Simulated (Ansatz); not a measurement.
# H2SO (triplet): wave-function methods side by side at distance O1–H3 along a hydrogen transfer = 1.190 Å, cc-pVTZ

The task here is to estimate one member of a computed series from the others.

Method: cc-pVTZ, core rule «outside noble gas», up to 6 orbitals frozen; program: Ansatz 0.2.0, Gaussian basis.

The runs, in order: UHF; CCSD(T) on ROHF; CCSD(T) on UHF; BCCD(T) on ROHF; CCSDT(Q) on ROHF; CCSDT(Q) on UHF; CASSCF and NEVPT2, 4 electrons in 4 orbitals; CASSCF and NEVPT2, 14 electrons in 10 orbitals.

### The system

The geometry derives from fragments relaxed apart (PBE0/def2-TZVP) and kept rigid, so it is no stationary point. A hydrogen atom is moved between rigid fragments.

4 atoms, charge 0, spin multiplicity 3.

Atoms are counted from 1 here; the program's logs count them from 0.

Bond lengths: O1–H2 0.960 Å, O1–H3 1.190 Å, H3–S4 1.472 Å. Angles: H2–O1–H3 105.1°, O1–H3–S4 180.0°.

As a file:

```xyz
4
H2OS
O    -0.9007   -0.2316    0.0000
H    -1.1500    0.6949    0.0000
H     0.2893   -0.2316    0.0000
S     1.7613   -0.2316    0.0000
```

The first run:

in.yaml

```yaml
crystal:
  periodic: [false, false, false]
  atoms:
    - {symbol: O, position_ang: [-0.900673, -0.231644, 0.000000]}
    - {symbol: H, position_ang: [-1.149982, 0.694932, 0.000000]}
    - {symbol: H, position_ang: [0.289327, -0.231644, 0.000000]}
    - {symbol: S, position_ang: [1.761327, -0.231644, 0.000000]}
basis:
  gaussian: {orbitals: cc-pVTZ}
magnetization: {spin_polarized: true, initial_magnetization: 2}
hamiltonian: {xc: hf}
output: {orbitals: {seedname: orbitals}}
```

Command:

```console
ansatz run in.yaml --threads 1 --pin off --events-out ev --progress --plain --max-ram 4096MiB --backend cpu
```

Steps of the session up to this table: UHF; CCSD(T) on ROHF; CCSD(T) on UHF; BCCD(T) on ROHF; CCSDT(Q) on ROHF; CCSDT(Q) on UHF; CASSCF and NEVPT2, 4 electrons in 4 orbitals; CASSCF and NEVPT2, 14 electrons in 10 orbitals.

One table of the session follows, with a row left open; its other results are not shown here.

```
        method  from UCCSDT(Q) (kJ/mol)
          ROHF                  +1206.5
           UHF                  +1156.5
          RMP2                   +105.3
          UMP2                   +135.3
         RCCSD                        ?
         UCCSD                    +47.7
      RCCSD(T)                     +5.2
      UCCSD(T)                     +5.9
       BCCD(T)                     +5.3
        RCCSDT                     +2.9
        UCCSDT                     +2.5
     RCCSDT(Q)                     +0.2
     UCCSDT(Q)                        0
   CASSCF pair                  +1117.2
   NEVPT2 pair                   +118.5
CASSCF valence                  +1018.8
NEVPT2 valence                   +185.9
```

Estimate the missing values for RCCSD.

**Answer.** from UCCSDT(Q) (kJ/mol): +49.7. In the column «from UCCSDT(Q) (kJ/mol)» it lies between UCCSD (+47.7) and RMP2 (+105.3).

Limits of these values: Restricted and unrestricted rows rest on different reference determinants; where their highest levels disagree by more than a few hundredths of an eV, they describe different states and don't form one ladder.
